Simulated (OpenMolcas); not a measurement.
**NH+ (SMILES [NH+]): the vertical ionisation energy from total energies**

NH+: 2 atoms, total charge +1, spin state doublet. As SMILES, `[NH+]`. The shape is that of a GFN2-xTB optimisation.

```xyz
2

N     0.0000    0.0000    0.0000
H     0.0000    0.0000    1.0926
```

Both states at this one shape; open shells run unrestricted unless said. 1 Eh = 27.2114 eV.

| level | program | doublet NH+ (Eh) | singlet [NH]2+ (Eh) |
| --- | --- | --- | --- |
| UM06-2X/6-311G | OpenMolcas | -54.698358 | -53.707798 |
| ROCCSD(T)/6-311G, 1 core orbital frozen | OpenMolcas | -54.557401 | -53.594831 |

**Question.** Work out the vertical ionisation energy at each level.

**Answer.** 
1. UM06-2X/6-311G: -53.707798 − (-54.698358) = 0.990560 Eh = 26.95 eV.
2. ROCCSD(T)/6-311G: -53.594831 − (-54.557401) = 0.962570 Eh = 26.19 eV.

No measured value is set beside it here; the levels span 26.19 to 26.95 eV.
